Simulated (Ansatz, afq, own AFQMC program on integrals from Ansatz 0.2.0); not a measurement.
Integrals from Ansatz 0.2.0, then the random walk in our own AFQMC program (afq).

```yaml
crystal:
  periodic: [false, false, false]
  atoms:
    - {symbol: Si, position_ang: [0.000000, 0.000000, 0.464856]}
    - {symbol: B, position_ang: [0.000000, 0.000000, -1.213144]}
    - {symbol: H, position_ang: [0.000000, 1.265985, 1.225827]}
    - {symbol: H, position_ang: [0.000000, -1.265985, 1.225827]}
    - {symbol: H, position_ang: [0.000000, 0.000000, -2.392519]}
basis:
  gaussian: {orbitals: cc-pVDZ}
magnetization: {spin_polarized: true, initial_magnetization: 0}
correlation: {method: ccsd_t, electrons: outside_noble_gas, hamiltonian_folder: ham}
```

```sh
$ ansatz run in.yaml --threads 1 --pin off --events-out ev --progress --plain --max-ram 1382MiB
```

Options of the walk:

```
--method phaseless --trial cisd --walkers 60 --populations 1 --least-time 40 --time-step 0.005 --steps-per-block 50 --equilibration-blocks 28 --max-blocks 300 --target-error 0.00038 --factor-cut 1e-05 --start spin_pure --seed 6312 --release-times 0.24,0.51,0.99,1.62,2.4 --release-step 0.03 --release-every 4 --taylor-order 6
```

Times are imaginary, in 1/Eh. The walk had a cap of 656 s.

```
orbitals 41  electrons 5 5  factors 318 of 444
reference energy -315.22601596 Eh
CCSD correlation -0.20873923 Eh in 11 cycles, weight of the determinant in the CISD state 0.8706
energy of the start -315.434755 Eh
 block  time / (1/Eh)  mean weight  energy / Eh
     1     0.250  1.0011  -315.431539
     2     0.500  1.0002  -315.432268
     3     0.750  1.0005  -315.432751
     4     1.000  0.9996  -315.436042
     5     1.250  1.0007  -315.439847
     8     2.000  0.9991  -315.436989
    17     4.250  1.0006  -315.443920
    41    10.250  1.0015  -315.443201
    49    12.250  0.9979  -315.454186
    65    16.250  1.0018  -315.443831
    89    22.250  1.0012  -315.443588
   113    28.250  1.0006  -315.442751
   137    34.250  1.0015  -315.440185
   161    40.250  1.0025  -315.444998
   185    46.250  1.0000  -315.439775
   209    52.250  1.0012  -315.439212
   225    56.250  1.0046  -315.430873
   233    58.250  0.9996  -315.442395
   257    64.250  1.0004  -315.445500
   281    70.250  1.0013  -315.440450
   305    76.250  0.9981  -315.438429
   321    80.250  0.9997  -315.442595
blocks merged  error / Eh  count
     1  0.000220  300
     2  0.000281  150
     4  0.000339  75
     8  0.000384  37
    16  0.000422  18
    32  0.000430  9
released: time / (1/Eh)  energy / Eh  error  mean overlap
  0.24  -315.443391  0.000513  0.9943
  0.51  -315.443474  0.000441  0.9948
  0.99  -315.443393  0.000405  0.9906
  1.62  -315.443901  0.000473  0.9836
  2.40  -315.444032  0.000539  0.9689
energy -315.443101 +/- 0.000422 Eh
(rows thinned)
```

Problem. Estimate how long the walk took on 1 thread of Intel(R) Xeon(R) 6975P-C (Granite Rapids), with other jobs on the host.

Solution. 7.2 min of wall time.

The run passed its tests (sampling time, drift between the halves within three errors, error under three times the target), which doesn't prove that it has relaxed.

Against this walk (error 11.5 meV) on the same determinant: CCSD(T) 40.5 meV higher, CCSDT(Q) 4.4 meV lower (within the noise). The error is statistical and leaves out the bias of the constraint. Released to 2.40 1/Eh the energy moves by -25 ± 19 meV (both errors), within twice the noise.

Cautions: constraint bias not in the error; error above the target (11.5 against 10.3 meV); the determinant is a saddle point among determinants of its kind.

CCSDT and higher add their correlation energy to the determinant of the CCSD(T) run, since their own runs factorise the integrals more tightly (a shift of under 2 meV). A walk keeps the symmetry of its determinant, which the program's search chose and which needn't be the lowest solution, so a lower state of the same spin and another symmetry isn't excluded.
